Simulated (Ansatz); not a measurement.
Two shapes of doublet CHO.

Shape 1:

```xyz
3

C     0.0000    0.0000    0.0000
H     0.9899    0.5219    0.0000
O    -0.8939    0.4713    0.0000
```

Shape 2:

```xyz
3

C     0.0000    0.0000    0.0000
H     0.9899    0.5219    0.0000
O    -1.1225    0.5918    0.0000
```

Basis set: cc-pVTZ (spherical functions). Frozen core: 2 orbitals. Correlation on ROHF uses semicanonical orbitals with singles. Charge 0, multiplicity 2.

Computed with Ansatz (development build ahead of 0.2.0); the reference of a correlated method needn't be the lowest determinant of its kind.

(1) Which shape is lower in energy, and by how much in each method?

Results:

(1)

```
      method  E(2) − E(1) (eV)
ROHF-CCSD(T)            -1.769
 UHF-CCSD(T)            -1.749
 UHF-BCCD(T)            -1.766
```

Shape 2 is lower. Caution: the reference determinant was not shown to be the lowest.
